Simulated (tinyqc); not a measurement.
Inside a calculation. Method: CCD on RHF in the sto-3g basis, for H2F+, spin multiplicity 1. One step of it, computed by the program tinyqc.

Task: CCD: starting amplitudes. t_ij^ab = <ij||ab> / (e_i + e_j - e_a - e_b), whose energy is MP2.

orbital energies (hartree): MO1 -26.623114, MO2 -2.048986, MO3 -1.174496, MO4 -1.073558, MO5 -1.038294, MO6 -0.023046, MO7 0.118679

Two-electron integrals over orbitals (pq|rs), unique and non-zero (hartree):
```
(11|11) 5.362388    (21|11) -0.502933   (21|21) 0.074947    (22|11) 1.202745
(22|21) -0.019187   (22|22) 0.859516    (31|31) 0.017450    (32|31) 0.025891
(32|32) 0.157900    (33|11) 0.988627    (33|21) -0.008147   (33|22) 0.758668
(33|33) 0.735995    (41|11) 0.136557    (41|21) -0.017329   (41|22) 0.014387
(41|33) 0.005150    (41|41) 0.028251    (42|11) -0.096309   (42|21) 0.008293
(42|22) 0.003013    (42|33) -0.006549   (42|41) 0.029277    (42|42) 0.158263
(43|31) -0.003953   (43|32) 0.005543    (43|43) 0.048978    (44|11) 1.151680
(44|21) -0.014454   (44|22) 0.810280    (44|33) 0.711284    (44|41) -0.010897
(44|42) -0.090978   (44|44) 0.885332    (51|51) 0.029602    (52|51) 0.039064
(52|52) 0.181175    (53|53) 0.038327    (54|51) -0.009937   (54|52) -0.035910
(54|54) 0.054708    (55|11) 1.264011    (55|21) -0.014139   (55|22) 0.879818
(55|33) 0.747406    (55|41) 0.003897    (55|42) -0.052911   (55|44) 0.831754
(55|55) 0.997514    (61|11) 0.211268    (61|21) -0.033347   (61|22) 0.003671
(61|33) 0.002224    (61|41) -0.005141   (61|42) -0.019590   (61|44) 0.013822
(61|55) 0.005824    (61|61) 0.021665    (62|11) -0.289885   (62|21) 0.007227
(62|22) -0.146949   (62|33) -0.092180   (62|41) -0.017983   (62|42) -0.041736
(62|44) -0.099960   (62|55) -0.150969   (62|61) 0.005250    (62|62) 0.078756
(63|31) -0.004185   (63|32) 0.022919    (63|43) 0.017341    (63|63) 0.065038
(64|11) -0.273285   (64|21) 0.003543    (64|22) -0.142619   (64|33) -0.086646
(64|41) -0.005235   (64|42) 0.014251    (64|44) -0.152302   (64|55) -0.149621
(64|61) 0.000720    (64|62) 0.060995    (64|64) 0.077165    (65|51) -0.013660
(65|52) -0.052503   (65|54) -0.007593   (65|65) 0.026639    (66|11) 0.707279
(66|21) -0.005576   (66|22) 0.579727    (66|33) 0.557878    (66|41) 0.016398
(66|42) 0.068010    (66|44) 0.541278    (66|55) 0.553361    (66|61) -0.005458
(66|62) -0.057810   (66|64) -0.030018   (66|66) 0.548525    (71|31) 0.016958
(71|32) 0.024075    (71|43) -0.003951   (71|63) -0.003711   (71|71) 0.016500
(72|31) 0.017294    (72|32) 0.063624    (72|43) -0.024819   (72|63) -0.027585
(72|71) 0.016167    (72|72) 0.055352    (73|11) 0.423009    (73|21) -0.008463
(73|22) 0.203354    (73|33) 0.162178    (73|41) -0.001264   (73|42) -0.060984
(73|44) 0.197464    (73|55) 0.229039    (73|61) 0.005455    (73|62) -0.070493
(73|64) -0.087916   (73|66) 0.020065    (73|73) 0.161217    (74|31) -0.007918
(74|32) -0.058597   (74|43) 0.007618    (74|63) -0.041886   (74|71) -0.007701
(74|72) -0.011032   (74|74) 0.051052    (75|53) 0.025377    (75|75) 0.019563
(76|31) -0.009691   (76|32) -0.092789   (76|43) -0.047489   (76|63) -0.078890
(76|71) -0.009310   (76|72) 0.008220    (76|74) 0.061798    (76|76) 0.156130
(77|11) 0.792066    (77|21) -0.007542   (77|22) 0.612360    (77|33) 0.613946
(77|41) 0.003506    (77|42) 0.009512    (77|44) 0.588964    (77|55) 0.598649
(77|61) 0.002307    (77|62) -0.045761   (77|64) -0.030171   (77|66) 0.541190
(77|73) 0.065918    (77|77) 0.578166
```

Give: Starting amplitudes; correlation energy.

Result:

Starting amplitudes (spin orbitals 1a, 1b, ...; amplitudes related by a flip of all spins are not repeated; the 24 largest):
```
from      to          t
3a 3b  7a 7b    -0.0623
3a 4b  6b 7a    -0.0375
4a 4b  6a 6b    -0.0367
3a 3b  6a 6b    -0.0282
4a 4b  7a 7b    -0.0214
2a 3b  6a 7b     0.0212
2a 4b  6a 6b    -0.0198
3a 4a  6a 7a    -0.0196
2a 2b  6a 6b    -0.0194
3a 4b  6a 7b     0.0179
5a 5b  6a 6b    -0.0131
2a 3a  6a 7a     0.0129
2a 2b  7a 7b    -0.0128
5a 5b  7a 7b    -0.0085
2a 3b  6b 7a    -0.0083
2a 4b  7a 7b     0.0033
1a 2b  7a 7b    -0.0006
1a 1b  6a 6b  -4.07e-04
1a 3a  6a 7a  -3.29e-04
1a 1b  7a 7b  -3.09e-04
1a 4b  7a 7b   2.76e-04
1a 3b  6a 7b  -1.96e-04
1a 2b  6a 6b  -1.83e-04
1a 3b  6b 7a  -1.33e-04
```

correlation energy = -0.035567 hartree
